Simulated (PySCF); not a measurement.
Match the calculated data to a structure.

All candidates are C5H5F.

| technique | computed result |
| --- | --- |
| Couplings | largest of the computed one-bond spin–spin couplings (means over like bonds): 19F–13C -318.9, 13C–13C +206.7, 13C–1H +177.4, 13C–1H +172.1, 13C–1H +138.9 (×3), 13C–13C +122.5, 13C–13C +97.0, 13C–13C +77.4 Hz [B3LYP/pcJ-1, spin–dipole term left out for some pairs] |
| Polarisability | 65.3 au [CAM-B3LYP/def2-SVPD] |
| 1H NMR | chemical shifts (computed TMS as zero) by class: 5.17 (1 H), 4.95 (1 H), 2.06 (3 H) ppm [GIAO PBE0/pcSseg-1] |
| 13C NMR | chemical shifts (computed TMS as zero) by class: 156.0 (1 C), 106.5 (1 C), 96.2 (1 C), 77.9 (1 C), 5.1 (1 C) ppm [GIAO PBE0/pcSseg-1] |
| Valence photoelectron | vertical ionisation energy: 9.09 eV [ΔSCF CAM-B3LYP/def2-SVPD] |
| Rotational structure | rotational constants A, B, C: 10.093, 1.725, 1.487 GHz [PBE0-D3(BJ)/def2-SVP] |

Electronic properties: PySCF, gas phase, density fitting. Levels stand in brackets. Isolated species at its PBE0-D3(BJ)/def2-SVP geometry, gas phase. NMR values are class means; diastereotopic atoms form classes of their own.

Question: Which candidate is it?
A. `C=C=CC(=C)F`
B. `C=C(F)C#CC`
C. `CC(F)=C1C=C1`

Answer: B. It is `C=C(F)C#CC`. Numbering: `[CH2:1]=[C:2]([F:3])[C:4]#[C:5][CH3:6]`. Its formula, C5H5F, gives 3 degrees of unsaturation: 0 rings and 3 π bonds in the structure found. 5 carbons fall into 5 classes; from least to most shielded: vinylic C–F carbon [C2] (156.0 ppm), terminal =CH2 carbon [C1] (106.5 ppm), alkyne carbon [C5] (96.2 ppm), alkyne carbon [C4] (77.9 ppm), propargylic carbon [C6] (5.1 ppm). Hydrogen classes from least to most shielded: 1 H on a terminal =CH2 carbon, C1 (5.17 ppm), 1 H on a terminal =CH2 carbon, C1 (4.95 ppm), 3 H on a propargylic carbon, C6 (2.06 ppm). The couplings run between: -318.9 Hz, vinyl fluorine [F3] and vinylic C–F carbon [C2]; +206.7 Hz, alkyne carbon [C4] and alkyne carbon [C5]; +177.4 Hz, terminal =CH2 carbon [C1] and its hydrogen; +172.1 Hz, terminal =CH2 carbon [C1] and its hydrogen; +138.9 Hz, propargylic carbon [C6] and its hydrogen (with 2 like pairs); +122.5 Hz, vinylic C–F carbon [C2] and alkyne carbon [C4]; +97.0 Hz, terminal =CH2 carbon [C1] and vinylic C–F carbon [C2]; +77.4 Hz, alkyne carbon [C5] and propargylic carbon [C6]. The first electron is taken from the HOMO, whose largest Löwdin shares are 0.27 on the terminal =CH2 carbon, 0.21 on an alkyne carbon, 0.18 on the vinylic C–F carbon and 0.17 on an alkyne carbon. By its constants the optimised geometry is an asymmetric top.

The others, at the same levels:
- `CC(F)=C1C=C1` fails: its computed vertical ionisation energy is 7.83 eV (against 9.09 eV), static isotropic polarisability is 59.7 au (against 65.3 au) and rotational constant A is 7.481 GHz (against 10.093 GHz).
- `C=C=CC(=C)F` fails: its computed 13C shifts are 225.3 (1 C), 166.7 (1 C), 97.7 (1 C), 94.2 (1 C), 85.1 (1 C) ppm, 1H shifts are 5.69 (1 H), 5.40 (2 H), 4.80 (1 H), 4.46 (1 H) ppm and rotational constant A is 9.622 GHz (against 10.093 GHz).

Each candidate is one conformer, not necessarily the lowest. Dipoles, sizes and rotational constants follow the conformer. The torsions of the flexible species, by atom-mapped SMILES:
- `[CH2:1]=[C:2]=[CH:3][C:4](=[CH2:5])[F:6]`: C2–C3–C4–C5 180°

One-bond C–F couplings are unscaled; at this level they come out some 30 % too large in size.
